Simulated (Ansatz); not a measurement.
# Si₂ (quintet): from Hartree-Fock to the top rungs, def2-QZVPP

The task here is to estimate one member of a computed series from the others.

Program: Ansatz 0.2.0, Gaussian basis. Level of theory: def2-QZVPP, core rule «outside noble gas», up to 10 orbitals frozen. These are calculated values, not measurements.

To be run: UHF; ROHF; CCSD(T) on UHF.

## The system

The geometry is a PBE0/def2-TZVP stationary point (not a proven minimum) of the parent state, kept for this charge and spin.

2 atoms, charge 0, spin multiplicity 5.

Atoms are counted from 1 here; the program's logs count them from 0.

Bond lengths: Si1–Si2 2.273 Å.

The first run:

File in.yaml:

```yaml
crystal:
  periodic: [false, false, false]
  atoms:
    - {symbol: Si, position_ang: [0.000000, 0.000000, 0.000000]}
    - {symbol: Si, position_ang: [0.000000, 0.000000, 2.272600]}
basis:
  gaussian: {orbitals: "def2-QZVPP.json"}
magnetization: {spin_polarized: true, initial_magnetization: 4}
hamiltonian: {xc: hf}
output: {orbitals: {seedname: orbitals}}
```

Started as:

```
ansatz run in.yaml --threads 1 --pin off --events-out ev --progress --plain --max-ram 2393MiB
```

Among the steps run: UHF; ROHF; CCSD(T) on UHF.

One of the session's tables, all rows but one given; the rest of the session is left out.

```
  method  from UCCSD(T) (kJ/mol)
    ROHF                  +512.4
     UHF                  +503.2
    UMP2                       ?
   UCCSD                   +30.9
UCCSD(T)                       0
```

**Question.** Estimate the row for UMP2.

**Answer.** from UCCSD(T) (kJ/mol): +95.9. In the column «from UCCSD(T) (kJ/mol)» it lies between UCCSD (+30.9) and UHF (+503.2).
